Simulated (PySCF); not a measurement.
# Stretching LiCl

Set-up: Li def2-SVP, Cl def2-SVP; no relativity (PySCF 2.14). Energies in eV from Li + Cl in their ground configurations at the same level. State: ³Π (triplet), unpaired electrons σ ↑, π ↑, a second solution, started from another occupation.

```tsv
R (Å)	PBE0
1.724	1.6891
1.804	1.1742
1.885	0.8019
1.945	0.5935
2.005	0.4317
2.065	0.3069
2.145	0.1848
2.246	0.0836
2.366	0.0119
2.526	-0.0346
```

Counting both spins, an empty level lies below a filled one in this solution, because spin and occupation are held.
